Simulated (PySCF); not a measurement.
AlF at B3LYP

Computed with B3LYP; PySCF, no relativity, basis sets Al pcseg-1, F pcseg-1.

```
state                                           : ¹Σ⁺ (singlet), closed shell
bond length                                     : 1.692 Å
harmonic wavenumber                             : 776 cm⁻¹
force constant                                  : 3.96 mdyn/Å
rotational constant Be                          : 0.5281 cm⁻¹
anharmonicity ωexe                              : 4.30 cm⁻¹
vibration–rotation constant αe                  : 0.00441 cm⁻¹
well depth De to Al + F                         : 646 kJ/mol
dissociation energy D0                          : 642 kJ/mol
HOMO–LUMO gap                                   : 5.49 eV
bond order (Mayer)                              : 0.87
dipole moment (positive dipole means Al(−)F(+)) : -1.52 D
```
